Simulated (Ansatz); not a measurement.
## α-N2

Calculation: HSE06 (Ansatz, a first-principles code, PAW).

Settings: plane-wave cutoff 460 eV, 4×4×4 k mesh, Fermi–Dirac smearing 0.01 eV, scalar-relativistic PAW data made under PBE.

Cell: relaxed at this level.

| Quantity | Result |
|---|---|
| equilibrium lattice constant a | 6.190 Å |
| band gap | 10.20 eV (on the SCF k mesh) |
| smallest direct gap on the k points sampled | 10.21 eV |

Measured, for comparison: lattice constant a 5.644 Å (4 K, zero-point motion not removed, our sources range from 5.644 to 5.667; as tabulated in Wyckoff, Crystal Structures 1 (1963), as in the American Mineralogist Crystal …). Computed (rounded) less measured: lattice constant a +9.7 % (+9.2 % to +9.7 % over the range).

Note: the cell comes from a level without a dispersion term, which matters for the spacing of layers, chains or molecules.

Computed values are for the static lattice.
